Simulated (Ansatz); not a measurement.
# C2H7Al (SMILES [CH3][AlH][CH3]) at CAM-B3LYP/def2-SVPD

Aim: the vertical electron affinity of C2H7Al at CAM-B3LYP/def2-SVPD, from 2 runs. 

The calculation is run with Ansatz 0.2.0.

36 further runs of the same task are left out: 36 set aside as unsound or not needed.

### Step 1. The structure to begin with

C2H7Al has 10 atoms, charge 0, and is taken as a singlet. SMILES: `[CH3][AlH][CH3]`. Geometry: relaxed at PBE0-D4/def2-TZVP.

Bond lengths: C1–Al2 1.954 Å, Al2–C3 1.954 Å, C1–H4 1.095 Å, C1–H5 1.092 Å, C1–H6 1.096 Å, Al2–H7 1.595 Å, C3–H8 1.093 Å, C3–H9 1.095 Å, C3–H10 1.096 Å. Some angles: C1–Al2–C3 121.2°, C1–Al2–H7 120.2°, C3–Al2–H7 118.5°, Al2–C1–H4 111.1°, Al2–C1–H5 113.4°, Al2–C1–H6 110.4°, Al2–C3–H8 113.4°, Al2–C3–H9 111.0°, Al2–C3–H10 110.5°, H4–C1–H5 108.0°.

### Step 2. The energy at CAM-B3LYP/def2-SVPD

Contents of molecule.yaml:

```yaml
crystal:
  periodic: [false, false, false]
  atoms:
    - {symbol: C, position_ang: [-1.219100, 0.923600, -0.783300]}
    - {symbol: Al, position_ang: [0.496800, 0.021800, -0.536400]}
    - {symbol: C, position_ang: [0.903900, -0.949000, 1.109700]}
    - {symbol: H, position_ang: [-2.054000, 0.233200, -0.621200]}
    - {symbol: H, position_ang: [-1.337000, 1.368500, -1.773800]}
    - {symbol: H, position_ang: [-1.340300, 1.723700, -0.043600]}
    - {symbol: H, position_ang: [1.605700, 0.078800, -1.681200]}
    - {symbol: H, position_ang: [0.069000, -0.980000, 1.814000]}
    - {symbol: H, position_ang: [1.201900, -1.980900, 0.894300]}
    - {symbol: H, position_ang: [1.756300, -0.490900, 1.624500]}
basis:
  gaussian:
    orbitals: def2-SVPD
hamiltonian:
  xc: {name: CAM-B3LYP}
accuracy: high
output: {orbitals: {seedname: orbitals}}
```

Launch:

```
$ ansatz run molecule.yaml --threads 1 --pin off --max-ram 3480MiB --events-out events.jsonl --progress --plain --runs-dir runs
```

The program printed:

```text
Warning: RAYON_NUM_THREADS=1 ignored (pool sized by the plan → 1); use --threads N
Functional definition: CAM-B3LYP
  name "CAM-B3LYP"
  parameter alpha = 0.19
  parameter beta = 0.46
  parameter omega = 0.33/bohr
  parameter ac = 0.81
  exchange = (1 - alpha - beta)*b88_x + beta*b88_x_sr(omega) + alpha*exact_x + beta*exact_x_lr(omega)
  correlation = (1 - ac)*vwn5_c + ac*lyp_c
2444 factors; integrals over basis functions are off by at most 3.6e-9 eV
586 factors; integrals over basis functions are off by at most 1.7e-9 eV
mean field evaluation 1: about -8773.5404 eV, gradient 5.4e1 eV
mean field evaluation 2: about -8774.4355 eV, gradient 4.8e1 eV
mean field evaluation 4: about -8780.3338 eV, gradient 3.7e-1 eV
mean field evaluation 8: about -8780.3341 eV, gradient 1.0e-2 eV
mean field evaluation 16: about -8780.3341 eV, gradient 1.3e-6 eV
mean field -8780.33407004 eV, -322.6713255498 hartree, gradient 3.4e-8 eV, S^2 0.000000; 0 other end points of the search recorded, 0 dependent functions left out
reference -8780.33409347 eV, -322.6713264109 hartree; 16, 16 occupied and 104, 104 virtual orbitals, 2444 factors
Total energy: -8780.33409347 eV, -322.6713264109 hartree
```

Wall time 11 s (1 thread of Arm Neoverse V2, shared host); peak memory 0.49 GiB.

### Step 3. The doublet anion at the same level

molecule.yaml, as its differences from that of step 2:

```diff
@@ -16,2 +16,6 @@
     orbitals: def2-SVPD
+total_charge: -1
+magnetization:
+  spin_polarized: true
+  initial_magnetization: 1
 hamiltonian:
```

Launch:

```
$ ansatz run molecule.yaml --threads 1 --pin off --max-ram 3480MiB --events-out events.jsonl --progress --plain --runs-dir runs
```

The program printed, shortened:

```text
Warning: RAYON_NUM_THREADS=1 ignored (pool sized by the plan → 1); use --threads N
[... 2 set-up lines as earlier in the session ...]
[...]
2446 factors; integrals over basis functions are off by at most 3.5e-9 eV
586 factors; integrals over basis functions are off by at most 1.7e-9 eV
[...]
mean field -8779.52491477 eV, -322.6415896420 hartree, gradient 4.8e-8 eV, S^2 0.754836; 4 other end points of the search recorded, 0 dependent functions left out
reference -8779.52493719 eV, -322.6415904660 hartree; 17, 16 occupied and 103, 104 virtual orbitals, 2446 factors
Total energy: -8779.52493719 eV, -322.6415904660 hartree
```

It took 35 s on 1 thread of Arm Neoverse V2, shared host; peak memory 0.65 GiB.

### Step 4. Results

At CAM-B3LYP/def2-SVPD:

```
                                         quantity          value
                     singlet C2H7Al: total energy  -322.67133 Eh
                      singlet C2H7Al: HOMO energy       -9.18 eV
                      singlet C2H7Al: LUMO energy        0.09 eV
                    singlet C2H7Al: HOMO–LUMO gap        9.27 eV
                      doublet anion: total energy  -322.64159 Eh
doublet anion: HOMO energy (highest over α and β)        1.56 eV
 doublet anion: LUMO energy (lowest over α and β)        4.38 eV
                              doublet anion: ⟨S²⟩          0.755
vertical electron affinity (to the doublet anion)      -0.809 eV
```

**Reading.** The anion lies 0.81 eV (78.1 kJ/mol) above the neutral: the electron isn't bound at this level, and such a value depends on the basis. The HOMO (doublet anion) lies at positive energy, 1.56 eV; only total energies tell whether the electron is bound.
